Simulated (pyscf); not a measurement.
H₃Si–O–SiH₃ (SMILES [SiH3]O[SiH3]) + NH₃ (SMILES N) → H₂N–SiH₂–O–SiH₃ (SMILES N[SiH2]O[SiH3]) + H₂ (SMILES [H][H]), a four-centre exchange (singlet surface; H–Si, H–N broken, N–Si, H–H formed). Optimised with ωB97X-D3(BJ)/def2-SVP in PySCF. Energies in kJ/mol from the separated reactants.

Small-basis levels: PySCF, no dispersion term, spherical d functions. AM1 to PM7: differences of heats of formation from MOPAC. Cost: rough CPU time at the saddle relative to B3LYP/6-31G*, from one job on a shared machine.

```
level                   barrier  reaction energy        cost
----------------------  -------  ---------------  ----------
HF/STO-3G                 331.0            -27.2        0.04
HF/3-21G                      …            -73.0        0.06
MP2/6-31G*                193.3            -62.2         0.1
SVWN5/6-31G*               76.1            -61.1           1
BP86/6-31G*               143.1            -46.4           1
PBE/6-31G*                133.4            -47.7           1
B3LYP/STO-3G              188.8            -51.6         0.5
B3LYP/3-21G               124.3            -83.2         0.8
B3LYP/6-31G*              173.8            -43.2           1
B3LYP/6-311+G**           186.3            -28.0           2
AM1                           …            -96.7  under 0.02
PM6                       134.1           -176.1  under 0.02
ωB97M-D3(BJ)/def2-TZVP        …            -48.9           –
```

Complete the blanks.


- HF/3-21G, barrier: 198.3
- AM1, barrier: 203.7
- ωB97M-D3(BJ)/def2-TZVP, barrier: 151.3

Against the last row the barrier runs from -75.2 (SVWN5/6-31G*) to +179.7 kJ/mol (HF/STO-3G). ωB97M-D3(BJ)/def2-TZVP has limits of its own. On the reactant side the descent ends in a complex (not fully relaxed), 25.3 kJ/mol under the separated species and 176.3 kJ/mol under the saddle at ωB97X-D3(BJ)/def2-TZVP. At the saddle there is also a short H–Si contact that neither side keeps. This is the saddle that the search found; another between the same sides may lie lower.
